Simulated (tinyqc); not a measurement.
UHF in the sto-6g basis, for OH+, spin multiplicity 3, step by step. This run ends on a higher stationary point, not on the lowest solution. Computed by tinyqc, a small Python program that keeps every step (integrals from PySCF). Settings: charge = 1, multiplicity = 3, basis = sto-6g, energy threshold = 1e-08, iteration cap = 54, orthogonalisation = symmetric, start = highest core orbitals, DIIS depth = 8, method = UHF. Command: `OMP_NUM_THREADS=1 python tinyqc.py 29552 29553 out.jsonl` (the two numbers bound the seeds that draw the settings). One thread of a shared host (Intel(R) Xeon(R) Processor @ 2.60GHz), about 0.7 s of CPU time with the checks.

Geometry (angstrom):
```
atom         x         y         z
O     0.000000  0.000000  0.000000
H     0.000000  0.000000  1.855000
```

Stop when the energy changes by less than 1e-08 hartree and every element of the error matrix X^T (F D S - S D F) X (for each spin) is below 3e-05.

Course of the cycle:
```
iteration   E (hartree)     change  largest element of the error matrix
1          -28.66836820          -                             1.22e-01
2          -74.49355213  -4.58e+01                             9.13e-02
3          -74.50639034  -1.28e-02                             7.55e-02
4          -74.52009974  -1.37e-02                             7.00e-02
5          -74.52549796  -5.40e-03                             6.62e-02
6          -74.54849114  -2.30e-02                             2.95e-02
7          -74.55298298  -4.49e-03                             6.36e-03
8          -74.55313449  -1.52e-04                             2.28e-03
9          -74.55315289  -1.84e-05                             7.16e-04
10         -74.55315396  -1.06e-06                             2.34e-05
11         -74.55315396  -2.54e-09                             5.61e-07
```

Can the last value be used, and what does the course show?

No, though the log alone does not show it. Converged in 11 iterations. But the solution lies 0.05345 hartree above the reference: it is another stationary point, not the lowest one. Reruns (cap 100 unless said): damping 0.5: converged in 44 to a higher stationary point; level shift 0.5: converged in 74 to a higher stationary point; atomic densities as start, DIIS 8: converged in 16. PySCF UHF in the same basis, after a stability check = -74.60660830 hartree.
